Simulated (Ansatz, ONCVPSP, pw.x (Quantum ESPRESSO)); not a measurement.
## Cl (Z = 17) (fcc): variants of one ONCV potential in the solid

- Element: chlorine
- Generator: ONCVPSP 4.0.1
- Type: optimised norm-conserving Vanderbilt (ONCV)
- Functional: PBEsol
- Relativity: scalar-relativistic
- Frozen core: [Ne]
- Valence charge: 7
- Reference configuration: 3s1 3p6
- Partial waves: 3s: rc 1.15 bohr, ncon 4, nbas 8, qcut 5.2 1/bohr, local; 3p: rc 1.15 bohr, ncon 3, nbas 8, qcut 6.7 1/bohr, 1 projector
- Local potential: the s channel
- Core correction: none

Crystal test: fcc Cl in pw.x 7.5, no spin, 13³ k-points, Fermi–Dirac smearing 0.01 Ry, cutoffs set for each file from its atomic test. The reference is all-electron LAPW (Ansatz 0.2.0) with the same functional, mesh and smearing; V0 and B0 come from Birch–Murnaghan fits to the pressures at five volumes. Errors are pseudo minus all-electron; Δ is the rms difference of the E(V) curves that follow from these fits, minima aligned, over ±6 % about the mean V0. Mesh and smearing are coarse, so the numbers serve the comparison and aren't converged zero-temperature values; the lattice is a test structure that the element need not adopt.

All-electron: a0 = 4.256 Å (V0 = 19.28 Å³/atom), B0 = 41.8 GPa.

Base: This is a poor potential for the solid.

2 further variants are left out: they gave no file fit for a test, a broken result, the same result as the base, or pressures whose basis-set error rivals the error shown.

```csv
change,cutoffs (Ry),pw.x,a0 (Å),a0 error (%),B0 error (%),Δ (meV/atom),mean pressure error (GPa)
base,125/500,converged,4.320,+1.51,-3.2,8.0,+2.07
"s: nproj 1; local potential polynomial inside 1.05 bohr (lpopt 5, dvloc0 0 Ha)",125/500,converged,4.271,+0.34,+0.4,1.8,+0.44
p: qcut 9.5,125/500,converged,4.322,+1.54,-3.3,8.2,+2.11
```

(1) Give the row for: p: nbas 7.

Answers

(1) pw.x: converged; mean pressure error (GPa): +2.09; a0 (Å): 4.321; a0 error (%): +1.52; B0 error (%): -3.4; Δ (meV/atom): 8.1.
